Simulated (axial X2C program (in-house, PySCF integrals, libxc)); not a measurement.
**Potential curves of AlSi, two-component**

Calculated with an in-house relativistic program for diatomic molecules. Two-component (2c) means X2C with spin–orbit coupling and atomic mean-field two-electron Coulomb and Gaunt terms. Basis: Si dyall-v3z [8s7p2d1f], Al dyall-v3z [8s8p2d1f] (cores contracted in-house); Gaussian nuclei, density fitting, unrestricted open shells. Masses: Si 27.977 u, Al 26.982 u.

State: Ω = 3/2 (⟨Sz⟩ = 1.49, ⟨Lz⟩ = 0.01 at HF). Energies in eV from the fragments at the same level (Si + Al). Fits are polynomials in 1 − R0/R over 0.85 to 1.23 times the lowest point R0.

```json
{"R (Å)": "2.1150", "HF": "-1.0054", "CCSD(T)": "", "PBE0": "-2.0888", "CCSD": ""}
{"R (Å)": "2.2122", "HF": "-1.3469", "CCSD(T)": "-2.1918", "PBE0": "-2.3959", "CCSD": "-2.0399"}
{"R (Å)": "2.2851", "HF": "-1.5047", "CCSD(T)": "-2.3294", "PBE0": "-2.5257", "CCSD": "-2.1790"}
{"R (Å)": "2.3581", "HF": "-1.5989", "CCSD(T)": "-2.4009", "PBE0": "-2.5912", "CCSD": "-2.2527"}
{"R (Å)": "2.4310", "HF": "-1.6435", "CCSD(T)": "-2.4219", "PBE0": "-2.6074", "CCSD": "-2.2763"}
{"R (Å)": "2.5161", "HF": "-1.6478", "CCSD(T)": "-2.3977", "PBE0": "-2.5800", "CCSD": "-2.2555"}
{"R (Å)": "2.6012", "HF": "-1.6140", "CCSD(T)": "-2.3349", "PBE0": "-2.5165", "CCSD": "-2.1961"}
{"R (Å)": "2.7106", "HF": "-1.5314", "CCSD(T)": "-2.2160", "PBE0": "-2.3991", "CCSD": "-2.0816"}
{"R (Å)": "2.8443", "HF": "-1.3930", "CCSD(T)": "", "PBE0": "-2.2227", "CCSD": ""}
{"R (Å)": "3.0388", "HF": "-1.1583", "CCSD(T)": "", "PBE0": "-1.9379", "CCSD": ""}
```

Correlated methods: 7 electrons correlated (number of frozen shells: Si 2 s, 1 p; Al 2 s, 1 p), 141 virtual spin orbitals or spinors in MP2, 90 natural virtuals in coupled cluster.

The state is a single determinant with fixed occupations, the lowest that a limited PBE0 search found. De is counted from the lowest determinant-based energies of the atoms at the same level, without counterpoise correction. Density functionals use the spin component along the axis (collinear). CCSD and (T) use frozen natural virtuals with an MP2 correction for the truncation; (T) itself is uncorrected, so its De runs slightly low. In 2c an atomic determinant is not the ground J level, so De misses part of the atomic spin–orbit lowering. This holds for CCSD(T), PBE0, CCSD. PBE0 can misorder states that lie within some tenths of an eV, so this need not be the ground state of the molecule. The nearest other 2c determinant of the search, Ω = 1/2, lies 0.26 eV up at the distance of the search. Without a current term, density functionals place determinants with orbital angular momentum somewhat too high. With several unpaired electrons one determinant need not be a pure state. This is the top spin component of a Σ state; components of lower Ω are not single determinants and can lie lower. Coupled cluster ran on the points near the minimum only. MP2 and coupled cluster on one determinant become unreliable at the stretched end.

**Question.** Fit the HF curve near its minimum: give the equilibrium distance, the harmonic wavenumber and the well depth.

**Answer.** At HF, 2c: Re = 2.481 Å, ωe ≈ 344 cm⁻¹, De = 1.65 eV to Si + Al; Be follows as 0.199 cm⁻¹.

**Question.** Fit the CCSD(T) curve near its minimum: give the equilibrium distance, the harmonic wavenumber and the well depth.

**Answer.** At CCSD(T), 2c: Re = 2.431 Å, ωe ≈ 380 cm⁻¹, De = 2.42 eV to Si + Al; Be follows as 0.208 cm⁻¹.

**Question.** What are Re, ωe and De at the PBE0 level?

**Answer.** At PBE0, 2c: Re = 2.423 Å, ωe ≈ 377 cm⁻¹, De = 2.61 eV to Si + Al; Be follows as 0.209 cm⁻¹.

**Question.** Fit the CCSD curve near its minimum: give the equilibrium distance, the harmonic wavenumber and the well depth.

**Answer.** At CCSD, 2c: Re = 2.436 Å, ωe ≈ 375 cm⁻¹, De = 2.28 eV to Si + Al; Be follows as 0.207 cm⁻¹.
